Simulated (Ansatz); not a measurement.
A basis-limit estimate, worked out

An elementary step of SiPH7S, singlet (SiH₄S ([SiH3][SH]) + PH₃ → SiPH₅ ([SiH3][PH2]) + H₂S; bonds formed: Si1–P7, S2–H6; bonds broken: Si1–S2, H6–P7). “Start” is the structure reached by relaxing down from the saddle towards the reactants; PBE0-D4/def2-TZVP structures. The saddle:

Si1  (-0.713, 0.747, -0.571)
S2  (0.148, 0.863, 1.716)
H3  (-0.197, 0.495, -1.951)
H4  (-0.677, 2.245, -0.553)
H5  (-2.111, 0.337, -0.315)
H6  (0.280, -0.436, 0.906)
P7  (0.099, -1.692, -0.502)
H8  (1.359, 1.244, 1.277)
H9  (1.477, -1.459, -0.754)
H10  (0.334, -2.344, 0.746)
(Å)

Program: Ansatz 0.2.0. Basis: def2-TZVPP and def2-QZVPP. Cores are frozen in the correlated methods.

Energies in eV:

| quantity | saddle | start |
| --- | --- | --- |
| Hartree–Fock, triple zeta (X = 3) | -28059.95499 | -28063.66234 |
| Hartree–Fock, quadruple zeta (X = 4) | -28060.78622 | -28064.49572 |
| MP2 correlation, X = 3 | -14.29443 | -13.25765 |
| MP2 correlation, X = 4 | -15.37547 | -14.30762 |
| CCSD(T) correlation, X = 3 | -16.64107 | -15.69057 |

(1) Work out the barrier at the basis limit: extrapolate Hartree–Fock as E(X) = E∞ + A exp(−7.88 √X) and the MP2 correlation as E(X) = E∞ + B X^−2.97 (the exponents that Neese and Valeev fitted for def2-TZVPP and QZVPP), then add CCSD(T) − MP2 in triple zeta.

No T1 diagnostic of these runs exceeds 0.015.

Results:

(1) Each step is linear, so take the differences first (saddle − start): Hartree–Fock 3.70735 (X = 3) and 3.70950 (X = 4); MP2 correlation -1.03678 and -1.06785; CCSD(T) correlation -0.95050.
Two points give E∞ = E(4) + w [E(4) − E(3)], with w = 1/(exp(7.88 (2 − √3)) − 1) = 0.1377 for Hartree–Fock and w = 1/((4/3)^2.97 − 1) = 0.7407 for the correlation.
Hartree–Fock: 3.70950 + 0.1377 × 0.00215 = 3.7098 eV.
MP2 correlation: -1.06785 + 0.7407 × (-0.03107) = -1.0909 eV.
CCSD(T) − MP2: -0.95050 − (-1.03678) = 0.0863 eV.
Sum: 3.7098 + (-1.0909) + 0.0863 = 2.7052 eV, or 62.38 kcal/mol. Plain CCSD(T) in triple zeta gives 2.7569 eV, so the larger basis shifts the result by -0.0517 eV.

Labels in which every atom is bracketed show which atoms are joined, not bond orders.

For scale, one of the runs: CCSD(T)/def2-TZVPP, 224 basis functions, launched by `ansatz run in.yaml --threads 4 --pin off --events-out ev --progress --plain --max-ram 9574MiB`. Time: 59 s of wall clock on 4 CPU threads of an Intel Xeon; the host was shared. Peak host memory: 3.2 GiB.
